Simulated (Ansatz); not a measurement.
Reaction (SMILES): N#N (N2) → 2 N atom
B3LYP-D3(BJ)/def2-TZVP geometries, fixed; electronic energies without zero-point terms.

Basis-set convergence of the atomisation energy at CCSD(T) with Ansatz (a first-principles code). All functions are spherical. Cores are frozen. Open shells are unrestricted. No added dispersion term, no relativity. Functions are those of the species that has most. Reference: Hartree-Fock in aug-cc-pV5Z plus the correlation part extrapolated as X^-3 from aug-cc-pVQZ and aug-cc-pV5Z, 227.02 kcal/mol, itself unsure by roughly 0.63 kcal/mol (a third of the extrapolation step and of the last Hartree-Fock step). Deviations are taken from unrounded values.

```tsv
basis	functions	atomisation energy (kcal/mol)	minus reference (kcal/mol)
STO-3G	10	130.73	-96.28
def2-SVP	28	208.02	-19.00
aug-cc-pVDZ	46	200.11	-26.91
aug-pcseg-1	46	203.98	-23.04
def2-TZVPP	62	216.59	-10.43
def2-TZVPPD	74	216.88	-10.14
jun-cc-pV(T+d)Z	78	216.47	-10.55
cc-pVQZ	110	222.46	-4.56
def2-QZVPPD	126	222.66	-4.35
```

Of the sets listed that have larger relatives (same family, alike in diffuse functions), none stays within 2 kcal/mol of the reference together with them.
